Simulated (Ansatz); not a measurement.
Diamond-structure Ge: LDA at its full settings (plane-wave cutoff 520 eV, 10×10×10 k mesh, Fermi–Dirac smearing 0.01 eV, scalar-relativistic PAW data made under PBE) and at cheaper ones, in a cell of 2 atoms with Γ-centred meshes.

```csv
level and setting,equilibrium lattice constant a (Å),bulk modulus B0 (GPa)
LDA (Ansatz),5.621,71.3
LDA (2×2×2 k mesh) (Ansatz),[?],[?]
```

Question: Some entries are withheld; supply them.

Answer: 
- LDA (2×2×2 k mesh) (Ansatz, an electronic-structure program), equilibrium lattice constant a (Å): 6.117
- LDA (2×2×2 k mesh) (Ansatz), bulk modulus B0 (GPa): 42.9

Largest shifts from the full settings: lattice constant a +8.82 % (LDA (2×2×2 k mesh)), against a difference of -0.41 % of the full result from the reference 5.644 Å (measured, static lattice: zero-point anharmonic expansion removed; as tabulated in Mejia-Rodriguez and Trickey (2018), arXiv:1807.09216); bulk modulus -40 % (LDA (2×2×2 k mesh)), against a difference of -7.8 % of the full result from the reference 77.3 GPa (measured, low-temperature value with the zero-point effect removed, sources range from 77.3 to 79.4; as tabulated in Tanner et al. (2021), arXiv:2110.11888).

Ansatz's density-functional and Hartree–Fock values are scalar-relativistic unless marked +SOC, with PAW data made under PBE.

Run with cheap settings on purpose, which may leave them unconverged: LDA (2×2×2 k mesh).
